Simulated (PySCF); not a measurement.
A small calculation by hand: entropy of an ideal gas

DMSO (C2H6OS), SMILES CS(C)=O.

The structure is a stationary point at PBE-D3(BJ)/def2-SVP.

PySCF with PBE-D3(BJ)/def2-SVP gives the harmonic wavenumbers 168, 218, 270, 293, 351, 596, 616, 835, 868, 906, 966, 1097, 1220, 1246, 1360, 1374, 1378, 1396, 2973, 2974, 3101, 3103, 3109, 3109 cm⁻¹ and the rotational temperatures 0.3213, 0.3189, 0.1944 K. The molar mass is 78.13 g/mol, the symmetry number 1, the spin multiplicity 1.

Question: Work out the entropy at 298.15 K and 1 atm in the rigid-rotor, harmonic-oscillator model.

Answer: 
Translation (Sackur–Tetrode at 1 atm): S = R[1.5 ln M + 2.5 ln T − 1.16487] = 163.1 J/(mol K).
Rotation: q = (√π/σ) T^1.5/√(θA θB θC) = 64700, S = R[ln q + 3/2] = 104.6 J/(mol K).
Vibration: with u = 1.4388 ν/T, each mode gives R[u/(e^u − 1) − ln(1 − e^−u)]:
```json
[
 {"ν (cm⁻¹)": "168", "modes": "1", "u": "0.81", "S (J/(mol K))": "10.28"},
 {"ν (cm⁻¹)": "218", "modes": "1", "u": "1.05", "S (J/(mol K))": "8.27"},
 {"ν (cm⁻¹)": "270", "modes": "1", "u": "1.30", "S (J/(mol K))": "6.68"},
 {"ν (cm⁻¹)": "293", "modes": "1", "u": "1.41", "S (J/(mol K))": "6.09"},
 {"ν (cm⁻¹)": "351", "modes": "1", "u": "1.69", "S (J/(mol K))": "4.86"},
 {"ν (cm⁻¹)": "596", "modes": "1", "u": "2.88", "S (J/(mol K))": "1.91"},
 {"ν (cm⁻¹)": "616", "modes": "1", "u": "2.97", "S (J/(mol K))": "1.77"},
 {"ν (cm⁻¹)": "835", "modes": "1", "u": "4.03", "S (J/(mol K))": "0.76"},
 {"ν (cm⁻¹)": "868", "modes": "1", "u": "4.19", "S (J/(mol K))": "0.66"},
 {"ν (cm⁻¹)": "906", "modes": "1", "u": "4.37", "S (J/(mol K))": "0.57"},
 {"ν (cm⁻¹)": "966", "modes": "1", "u": "4.66", "S (J/(mol K))": "0.45"},
 {"ν (cm⁻¹)": "1097", "modes": "1", "u": "5.29", "S (J/(mol K))": "0.26"},
 {"ν (cm⁻¹)": "1220", "modes": "1", "u": "5.89", "S (J/(mol K))": "0.16"},
 {"ν (cm⁻¹)": "1246", "modes": "1", "u": "6.01", "S (J/(mol K))": "0.14"},
 {"ν (cm⁻¹)": "1360", "modes": "1", "u": "6.56", "S (J/(mol K))": "0.09"},
 {"ν (cm⁻¹)": "1374", "modes": "1", "u": "6.63", "S (J/(mol K))": "0.08"},
 {"ν (cm⁻¹)": "1378", "modes": "1", "u": "6.65", "S (J/(mol K))": "0.08"},
 {"ν (cm⁻¹)": "1396", "modes": "1", "u": "6.74", "S (J/(mol K))": "0.08"}
]
```
The stiffer modes add less than 0.005 each. Sum 43.2 J/(mol K).
Spin: R ln 1 = 0.0 J/(mol K).
Total 310.9 J/(mol K); the program's own thermochemistry gives 310.9. Translation makes up 52 % and vibration 14 %. Anharmonicity, hindered rotation and orbital degeneracy are left out.
